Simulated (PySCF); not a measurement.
**MgS⁺: from constants to spectrum**

PBE0 constants of MgS⁺, ²Π (doublet), unpaired electrons π ↑ (Mg jorge-DZP-DKH, S jorge-DZP-DKH; spin-free X2C with a Gaussian nucleus (PySCF 2.14); masses 23.9850 and 31.9721 u):

| Property | Result |
| --- | --- |
| ωe | 452.2 cm⁻¹ |
| ωexe | 2.13 cm⁻¹ |
| Be | 0.23843 cm⁻¹ |
| αe | 0.00156 cm⁻¹ |
| De to Mg⁺ + S | 1.85 eV |

(1) What force constant and bond length do these constants imply?

(2) Estimate the centrifugal constant D from the Kratzer relation and find the Dunham coefficient a1.

For an ion De counts to the pair picked by the measured ionisation energies or electron affinities, which need not be the lowest pair at this level. The state is the lowest determinant that a PBE0 search found; another state may lie lower at other levels.

Results:

(1) Reduced mass μred = 13.704 u; k = 5.8918×10⁻⁷·μred·ωe² (u, cm⁻¹, mdyn/Å) = 1.65 mdyn/Å; Re = √(16.8576/(μred·Be)) (u, cm⁻¹, Å) = 2.271 Å.

(2) D = 4Be³/ωe² = 2.65e-07 cm⁻¹; a1 = −1 − αeωe/(6Be²) = -3.07.
